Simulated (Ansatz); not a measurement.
Results of LDA (Ansatz, a first-principles code, PAW) for fcc Pt.

Numerical settings: plane-wave cutoff 520 eV, 28×28×28 k mesh, Fermi–Dirac smearing 0.051 eV (set by the program), scalar-relativistic PAW data made under PBE.

The cell has the measured lattice: a = 3.924 Å, b = 3.924 Å, c = 3.924 Å, α = 90.00°, β = 90.00°, γ = 90.00°.

Q: What does this level give for the elastic constant C44, Voigt–Reuss–Hill bulk modulus, Young modulus, elastic constant C11 and elastic constant C12?

A: 
elastic constant C44: 68.0 GPa
Voigt–Reuss–Hill bulk modulus: 271 GPa
Young modulus: 168 GPa
elastic constant C11: 338 GPa
elastic constant C12: 238 GPa

Measured, for comparison: elastic constant C44 77.4 GPa, elastic constant C11 358 GPa, elastic constant C12 254 GPa (0 K, low-temperature values given for 0 K; zero-point effects included; as tabulated in Li et al. (2021), arXiv:2102.01972). Computed (rounded) less measured: elastic constant C44 -12 %, elastic constant C11 -6 %, elastic constant C12 -6 %.

Note: the cell isn't this level's own, so it is under some stress, which shifts stiffness and frequencies.

Elastic constants are with the ions relaxed.

Spin–orbit coupling is not included.

Static lattice: no zero-point or thermal effects.

The result took very roughly 4 core-minutes.
